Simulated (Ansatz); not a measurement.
Born–Oppenheimer molecular dynamics of H$_{3}$NOSi (6 atoms, charge 0, multiplicity 1). It starts at the highest image of a converged band. Of that band: Neighbouring images differ by up to 1.3 eV, so the band resolves the path poorly. A vibrational analysis at the climbing image gives one clearly imaginary mode, 1331i cm⁻¹: a first-order saddle point.

The calculation used RKS PBE/def2-SVP (Ansatz 0.2.0).

```json
{"ensemble": "NVE (velocity Verlet)", "time step": "0.5 fs", "steps asked": "200", "starting velocities drawn for": "100 K", "seed": "7784"}
```

First frame:

```xyz
6
Properties=species:S:1:pos:R:3
N -1.367 -0.532 -0.280
Si -0.061 0.340 -0.684
O 0.950 0.625 0.836
H -2.074 -0.852 -0.953
H 1.551 0.552 -0.392
H 1.000 -0.133 1.472
```

What does the run give?

The run went to its last step.

```yaml
steps_done: 200
time_covered: 100 fs
mean_temperature_over_the_second_half: 2332 K
spread_of_the_potential_energy_over_the_second_half: 61.9 meV per atom
mean_potential_energy_of_the_second_half_above_the_start: -192.4 meV per atom
```

The conserved energy stayed within 0.48 meV per atom of its start (net change -0.061 meV per atom), so the integration is sound. The system heated up, since it started high on the potential surface and ran downhill. A run of 0.1 ps of so small a system gives no equilibrium averages. The orbitals stay closed-shell, which can raise the energy where a bond breaks towards radicals; this wasn't checked here.

What happens to the structure?

The step under study would form O3–H5 and break Si2–H5. These pairs go: O3–H5 1.37 → 2.46 Å, Si2–H5 1.65 → 1.71 Å. In the last frame they stand as before the step (other bonds may differ from the relaxed reactants and products). These pairs come and go: their bonding changes 4 times, last at 67 of 100 fs, so the outcome isn't settled. It ends as one piece, H3NOSi. Pairs count as bonded within 1.25 times the sum of covalent radii (0.12 Å more for H–H). This is one draw of velocities; another would differ in detail.

How do temperature and energy run in time?


| time (fs) | T (K) | potential energy less start (eV) | conserved less start (meV/atom) |
| --- | --- | --- | --- |
| 0.0 | 100 | 0.000 | 0.00 |
| 5.0 | 98 | 0.001 | 0.01 |
| 10.0 | 316 | -0.111 | 0.07 |
| 15.0 | 1686 | -0.820 | 0.05 |
| 20.0 | 3767 | -1.898 | -0.31 |
| 25.0 | 3232 | -1.620 | -0.11 |
| 30.0 | 2267 | -1.121 | -0.05 |
| 35.0 | 1646 | -0.798 | 0.19 |
| 40.0 | 2129 | -1.050 | -0.19 |
| 45.0 | 1674 | -0.814 | 0.02 |
| 50.0 | 2265 | -1.121 | -0.23 |
| 55.0 | 2200 | -1.086 | 0.03 |
| 60.0 | 2677 | -1.333 | -0.09 |
| 65.0 | 2971 | -1.485 | -0.06 |
| 70.0 | 3480 | -1.750 | -0.48 |
| 75.0 | 1460 | -0.703 | 0.02 |
| 80.0 | 968 | -0.448 | 0.05 |
| 85.0 | 1668 | -0.811 | -0.09 |
| 90.0 | 2553 | -1.268 | -0.02 |
| 95.0 | 2878 | -1.437 | -0.11 |
| 100.0 | 2632 | -1.309 | -0.06 |

Run time: 3.7 min on 1 thread of Arm Neoverse V2, on a shared host, peak memory 0.11 GiB.
